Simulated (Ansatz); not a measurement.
Rock-salt RbBr was calculated with PBE0 (PAW; Ansatz, an electronic-structure program).

Total energies, extrapolated to zero smearing (they compare only within this program, potentials and cutoff; free atoms with spin allowed, lowest state found):

```
system                   energy (eV/atom)
-----------------------  ----------------
rock-salt RbBr, relaxed        -3029.1613
free Rb atom                   -3268.8973
free Br atom                   -2783.6703
```

Q: Work out the cohesive energy per atom.

A: E_coh = [1 × (-3268.8973) + 1 × (-2783.6703)]/2 − (-3029.1613) = 2.88 eV/atom. The reference value is 3.06 eV/atom (measured, zero-point energy (Debye) added; as tabulated in Doll and Stoll (1998), arXiv:cond-mat/9801031), not set against a level without spin–orbit coupling.

Spin–orbit coupling, which matters for such heavy atoms, is left out.

The PAW data were made under PBE.
